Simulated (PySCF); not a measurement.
Choosing a basis for TDDFT

Compound: C5H8.
Geometry (PBE0-D3(BJ)/def2-SVP, Å), atoms numbered from 1 in this order:
```xyz
13
C5H8 angstrom
C      1.8499    0.7446   -0.1513
C      0.6124    0.2581   -0.1482
C     -0.7577    0.8714    0.0511
C     -1.2981   -0.5503    0.3394
C      0.0323   -1.1399   -0.1886
H      2.7180    0.0870   -0.2535
H      2.0380    1.8171   -0.0467
H     -0.8553    1.6278    0.8455
H     -1.1647    1.2990   -0.8806
H     -1.4377   -0.7335    1.4144
H     -2.2156   -0.8479   -0.1882
H     -0.0544   -1.5275   -1.2176
H      0.5328   -1.9060    0.4240
```

TDDFT with PBE0 (PySCF), vertical singlets, core orbitals frozen in the response, spherical d and f functions. One conformer (not necessarily the lowest) at the PBE0-D3(BJ)/def2-SVP geometry, without solvent, vibrations or thermal averaging.

Q: Compare 6-31G*, 6-31+G*, def2-SVP, def2-SVPD, aug-cc-pVDZ, def2-TZVP and def2-TZVPD for this molecule.

A: 

| basis | functions | diffuse | S1 (eV) | S2 (eV) | S3 (eV) | S4 (eV) | S5 (eV) | LUMO (eV) | α (au) |
| --- | --- | --- | --- | --- | --- | --- | --- | --- | --- |
| 6-31G* | 86 | no | 7.15 | 7.56 | 8.04 | 8.56 | 8.68 | 0.71 | 50.3 |
| 6-31+G* | 106 | yes | 6.37 | 6.53 | 6.83 | 7.00 | 7.26 | 0.09 | 57.1 |
| def2-SVP | 110 | no | 6.97 | 7.44 | 7.86 | 7.96 | 8.38 | 0.40 | 52.6 |
| def2-SVPD | 164 | yes | 6.72 | 6.77 | 7.26 | 7.31 | 7.55 | 0.20 | 59.9 |
| aug-cc-pVDZ | 187 | yes | 6.02 | 6.20 | 6.46 | 6.62 | 7.12 | -0.10 | 61.7 |
| def2-TZVP | 203 | no | 6.70 | 7.25 | 7.26 | 7.67 | 7.78 | 0.20 | 58.8 |
| def2-TZVPD | 257 | yes | 6.33 | 6.52 | 6.83 | 7.09 | 7.21 | 0.08 | 61.5 |

States are compared by their number. Against the largest diffuse basis here (def2-TZVPD, itself not a converged limit), sets without diffuse functions differ by up to 0.82 eV in S1 and 1.47 eV in S5; the smaller diffuse sets differ by up to 0.39 and 0.34 eV. State by state, the largest deviation of a set without diffuse functions is S1 0.82, S2 1.04, S3 1.21, S4 1.46, S5 1.47 eV. The same number needn't mean the same state in each row. Against def2-TZVPD the polarisability deviates by -18% in 6-31G*, -7% in 6-31+G*, -14% in def2-SVP, -3% in def2-SVPD, 0% in aug-cc-pVDZ, -4% in def2-TZVP. A single + in a Pople set puts diffuse functions on heavy atoms only.
